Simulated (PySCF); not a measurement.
**How the numerical set-up moves the result for PN**

The method stays; parts of the set-up, such as the basis or the Hamiltonian, are changed.

The runs use PySCF 2.14.0; method and basis as typed in the scripts.

1 further run of the same task is left out (it didn't finish).

## (1) The system as given

PN: 2 atoms, charge 0, spin multiplicity 1.

Bond lengths: P1–N2 1.780 Å.

## (2) The run that the others are compared with

input.py reads:

```python
from pyscf import gto, scf
from pyscf.hessian import thermo

mol = gto.M(
    atom='P 0 0 0; N 0 0 1.78',
    basis='6-31+g*',
    charge=0,
    spin=0,
    verbose=4,
)
mf = scf.RHF(mol)
mf.kernel()
hess = mf.Hessian().kernel()
print('wavenumber (cm^-1) =', thermo.harmonic_analysis(mol, hess)['freq_wavenumber'].round(1))
mf.dip_moment()
print('orbital energies (hartree):', mf.mo_energy[..., max(0, mol.nelec[1]-3):mol.nelec[0]+3].round(4))
```

Launch:

```
OMP_NUM_THREADS=1 python input.py
```

The log of this run is left out.

In short: E(SCF) = -395.026443 Eh, 9 cycles, μ = 3.23 D, wavenumbers 499 cm⁻¹.

The bond length is a typed value, not an optimised one, so the wavenumber is not that of the minimum.

## (3) Pcseg-1

Run 1 changes basis set: 6-31+g* → pcseg-1.

input.py reads:

```python
from pyscf import gto, scf
from pyscf.hessian import thermo

mol = gto.M(
    atom='P 0 0 0; N 0 0 1.78',
    basis='pcseg-1',
    charge=0,
    spin=0,
    verbose=4,
)
mf = scf.RHF(mol)
mf.kernel()
hess = mf.Hessian().kernel()
print('wavenumber (cm^-1) =', thermo.harmonic_analysis(mol, hess)['freq_wavenumber'].round(1))
mf.dip_moment()
print('orbital energies (hartree):', mf.mo_energy[..., max(0, mol.nelec[1]-3):mol.nelec[0]+3].round(4))
```

Launch:

```
OMP_NUM_THREADS=1 python input.py
```

## (4) Sto-3g

Run 2 changes basis set: 6-31+g* → sto-3g.

Changes to input.py since step 2:

```diff
@@ -5,3 +5,3 @@
     atom='P 0 0 0; N 0 0 1.78',
-    basis='6-31+g*',
+    basis='sto-3g',
     charge=0,
```

## (5) 3-21g

Run 3 changes basis set: 6-31+g* → 3-21g.

Changes to input.py since step 2:

```diff
@@ -5,3 +5,3 @@
     atom='P 0 0 0; N 0 0 1.78',
-    basis='6-31+g*',
+    basis='3-21g',
     charge=0,
```

## (6) Minao

Run 4 changes basis set: 6-31+g* → minao.

Changes to input.py since step 2:

```diff
@@ -5,3 +5,3 @@
     atom='P 0 0 0; N 0 0 1.78',
-    basis='6-31+g*',
+    basis='minao',
     charge=0,
```

Q: Predict the outcome of this session. Wanted: for each run, E(SCF); from base; gap; SCF dipole; after the SCF.

As calculated:

```csv
run,E(SCF) (hartree),from base (eV),cycles,gap (eV),SCF dipole (D),functions,after the SCF
base,-395.026443,0,9,10.57,3.23,40,highest mode 499 cm⁻¹
pcseg-1,-395.000462,+0.7070,9,10.78,3.10,32,highest mode 497 cm⁻¹
sto-3g,-390.474877,+123.8544,8,11.79,1.84,14,highest mode 661 cm⁻¹
3-21g,-393.017269,+54.6724,9,11.10,2.05,22,highest mode 647 cm⁻¹
minao,-394.983498,+1.1686,8,11.39,1.42,14,highest mode 780 cm⁻¹
```

What this shows: Of the runs whose energies can be compared, “sto-3g” moves the SCF energy most (+123.854 eV). pcseg-1 (32 functions) gives an energy 0.71 eV higher than 6-31+g* (40). sto-3g (14 functions) gives an energy 123.85 eV higher than 6-31+g* (40). 3-21g (22 functions) gives an energy 54.67 eV higher than 6-31+g* (40). minao (14 functions) gives an energy 1.17 eV higher than 6-31+g* (40).
